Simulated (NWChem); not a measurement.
System: N₂ cation, doublet

NWChem input:

```
start job
memory heap 200 mb stack 900 mb global 1100 mb
charge 1
geometry units angstroms noautosym nocenter noautoz
  N      0.000000     0.000000    -0.558486
  N      0.000000     0.000000     0.558486
end
basis spherical
  * library def2-svp
end
dft
  odft
  mult 2
  xc m06-2x
  iterations 150
end
cosmo
  do_cosmo_smd true
  solvent water
end
task dft energy
```

The geometry was optimised at B3LYP/6-31G* (spherical d), spin-unrestricted. No stability test was run on the SCF state. Solvent: water.

Level: M06-2X/def2-SVP with SMD (1 M gas to 1 M solution), gas-phase geometry. Reactions with the solvent are ignored.

Problem. What results follow from this input? (M06-2X/def2-SVP, spin-unrestricted, SMD on the gas-phase geometry.) Quantities: solvation free energy (kcal/mol); cavity-dispersion-structure term (kcal/mol).

Solution. 
```yaml
solvation free energy (kcal/mol): -77.4
cavity-dispersion-structure term (kcal/mol): 0.0
```
